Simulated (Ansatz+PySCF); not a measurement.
**doublet CF: levels of theory in one basis**

```xyz
2

C     0.0000    0.0000   -0.6127
F     0.0000    0.0000    0.6127
```

Basis set: cc-pVTZ (spherical functions). Correlated methods keep 2 orbitals frozen. Correlation on ROHF uses semicanonical orbitals with singles. Charge 0, multiplicity 2.

Computed with Ansatz (development build ahead of 0.2.0) and PySCF 2.14.0; each method stands on the lowest determinant of its kind that the runs found.

```csv
method,E − E(ROHF) (eV),<S²> of the determinant
ROHF,0.00,0.75
UHF,-0.14,0.76
ROHF-MP2,-9.71,–
UHF-MP2,-9.68,0.76
UHF-CCSD,-10.07,0.76
```

Task: What does ROHF-CCSD(T) give on the same scale?

Result: -10.42 eV.
